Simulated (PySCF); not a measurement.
Identify the unknown among the candidates.

| technique | computed result |
| --- | --- |
| 1H NMR | chemical shifts (computed TMS as zero) by class: 2.22 (4 H) ppm [GIAO PBE0/pcSseg-1] |
| NMR, other nuclei | isotropic shieldings of nuclei other than C and H, by class: 777 (1 S) ppm [GIAO PBE0/pcSseg-1] |
| Dipole | 1.98 D [wB97X-D/def2-SVPD] |
| 13C NMR | chemical shifts (computed TMS as zero) by class: 19.4 (2 C) ppm [GIAO PBE0/pcSseg-1] |
| UV, strongest line | among the 8 lowest singlet transitions: S4 at 7.13 eV (174 nm, f = 0.070) [TDDFT wB97X-D/def2-SVPD] |
| Rotational structure | rotational constants A, B, C: 22.079, 11.065, 8.166 GHz [GFN2-xTB] |
| Triplet | lowest triplet excitation (Tamm–Dancoff): 4.57 eV [TDA wB97X-D/def2-SVPD] |
| UV, first state | lowest singlet excitation: 4.95 eV (250 nm, f = 0.000) [TDDFT wB97X-D/def2-SVPD] |
| Polarisability | 42.9 au [wB97X-D/def2-SVPD] |

The electronic properties come from PySCF, for the isolated species, density fitting. Levels stand in brackets. Isolated species at its GFN2-xTB geometry, gas phase. NMR classes are plain means over equivalent atoms (diastereotopic ones count apart unless rotation or inversion swaps them), as if these changed places fast.

Question: Which candidate is it?
A. `CC=S` (ethanethial)
B. `C=CC=C` (1,3-butadiene)
C. `C1CS1` (thiirane)

Answer: C. It is `C1CS1`. Numbering: `[CH2:1]1[CH2:2][S:3]1`. Its formula, C2H4S, gives 1 degree of unsaturation: 1 ring and 0 π bonds in the structure found. 2 carbons fall into 1 class: ring sp3 carbon bound to sulfur [C1/C2] (19.4 ppm, 2 C). All hydrogens form one class (2.22 ppm): methylene hydrogen. The other shieldings belong to: 777 ppm, sulfide sulfur [S3]. The optimised geometry has point group C2v and is an asymmetric top.

The others, at the same levels:
- `CC=S` (ethanethial) fails: it has 2 carbon classes against 1; its computed 13C shifts are 266.9 (1 C), 44.7 (1 C) ppm, 1H shifts are 11.55 (1 H), 3.06 (3 H) ppm and rotational constant A is 48.358 GHz (against 22.079 GHz).
- `C=CC=C` fails: it has 6 hydrogens where the 1H data count 4; its computed 13C shifts are 146.7 (2 C), 125.3 (2 C) ppm, 1H shifts are 6.61 (2 H), 5.54 (2 H), 5.45 (2 H) ppm and rotational constant A is 42.675 GHz (against 22.079 GHz).

Each candidate is one conformer, not necessarily the lowest. The conformers computed, where there is a choice (atom-mapped SMILES and torsion angles):
- `[CH2:1]=[CH:2][CH:3]=[CH2:4]`: C1–C2–C3–C4 180°
